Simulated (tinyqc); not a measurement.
A ladder of methods, and size consistency: correlation methods against full CI in the sto-3g basis, for LiH, spin multiplicity 1. Computed by the program tinyqc with PySCF. 

Geometry (angstrom):
```
atom       x       y       z
Li    0.0000  0.0000  0.0000
H     0.0000  0.0000  1.5210
```

RHF energy of one = -7.863361 hartree

All electrons correlated; +Q is the Davidson correction (1 - c0^2) E_corr. The last columns treat two copies 100 angstrom apart as one system. FCI is the lowest singlet.

Correlation energies (hartree):
```
method   E_corr of one  share of FCI (%)  E_corr of two at 100 angstrom  two minus twice one (mhartree)
MP2          -0.012332           63.9649                      -0.024664                       -2.12e-05
CISD         -0.019267           99.9364                      -0.037695                          0.8402
CISD+Q       -0.019715          102.2555                      -0.039278                          0.1513
CCSD         -0.019270           99.9501                      -0.038540                       -4.62e-05
CCSD(T)      -0.019278           99.9902                      -0.038556                       -4.61e-05
FCI          -0.019280          100.0000                              -                               -
```

MP2 recovers 64 %, CISD 99.9 % and CCSD 100.0 % of the FCI value (c0^2 = 0.977 in CISD). MP2 and coupled cluster are size consistent, so their last column vanishes but for a trace of long-range electrostatics; CISD loses 0.84 mhartree, since a double excitation on each copy is a quadruple of the pair, and the Davidson correction leaves +0.15.
